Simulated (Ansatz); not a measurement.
Species: HO, charge -1, singlet. HO- (parent SMILES [OH], singlet).
B3LYP-D3(BJ)/def2-TZVP minimum from Ansatz (a first-principles code):
```
O
H 1 0.9702
```
Charge -1, spin multiplicity 1.

Total energies in aug-cc-pVTZ, 8 correlated electrons, 1 frozen orbitals. Open shells are spin-unrestricted; no spin-orbit coupling. Cores are frozen in correlated methods. No relativity. The spin of HO- (parent SMILES [OH], singlet) was assumed, and the state is the lowest solution found for it.

```csv
method,program,energy (Eh),minus CCSDT(Q) (mEh)
HF,Ansatz,-75.41189,298.30
MP2,Ansatz,-75.70228,7.92
CCSD,Ansatz,-75.69700,13.20
CCSD(T),Ansatz,-75.70942,0.78
CCSDT(Q),Ansatz,-75.71020,0.00
```

Rough core times of Ansatz's runs on a shared machine: CCSD(T) under 20 s, CCSDT(Q) 50 s.
